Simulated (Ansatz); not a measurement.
## Energy profile

The step: SiNH₅ ([NH2][SiH3]) + SiH₄ → Si₂H₆ ([SiH3][SiH3]) + NH₃; bonds formed: Si1–Si7, N2–H6; bonds broken: Si1–N2, H6–Si7 (atoms numbered as in the saddle structure below).

```xyz
12
angstrom
Si -1.2235 0.2698 0.5205
N -0.0766 -1.0723 1.1348
H -1.8202 -0.0681 -0.7826
H -2.2886 0.0392 1.5538
H -0.7127 1.6331 0.7492
H 0.6641 -0.8452 0.3521
Si 1.1876 0.5020 -1.3091
H 0.2869 -0.9147 2.0731
H -0.4607 -2.0145 1.0788
H 2.3577 1.3562 -0.8956
H 1.7599 -0.3606 -2.4034
H 0.3262 1.4754 -2.0719
```

Electronic energies by CCSD(T) at an estimated basis limit (MP2 extrapolated from triple and quadruple zeta, plus CCSD(T) − MP2 in triple zeta), on PBE0-D4/def2-TZVP structures; Si$_{2}$NH$_{9}$, singlet; no counterpoise correction. Ansatz 0.2.0; basis: def2-TZVPP and def2-QZVPP; cores frozen in the correlated methods. Extrapolation: Hartree–Fock as exp(−7.88 √X), correlation as X^−2.97.

Task: Give the profile in eV, counted from the separated reactants. (Judge from chemistry; the value comes from the calculation.)

Result: Computed:
```csv
point,eV
"separated: SiNH$_{5}$ (linked as [NH2][SiH3]; Si1, N2, H3, H4, H5, H8, H9; singlet) + SiH$_{4}$ (H6, Si7, H10, H11, H12; singlet)",0.000
start structure,-0.061
saddle,2.171
end structure,0.265
"separated: Si$_{2}$H$_{6}$ (linked as [SiH3][SiH3]; Si1, H3, H4, H5, Si7, H10, H11, H12; singlet) + NH$_{3}$ (N2, H6, H8, H9; singlet)",0.406
```

The T1 diagnostic stays at or below 0.013.

For scale, one of the runs: CCSD(T)/def2-TZVPP, 241 basis functions, launched by `ansatz run in.yaml --threads 4 --pin off --events-out ev --progress --plain --max-ram 9574MiB`. Time: 57 s of wall clock on 4 CPU threads of an Arm Neoverse V2; the host was shared. Peak host memory: 4.3 GiB.
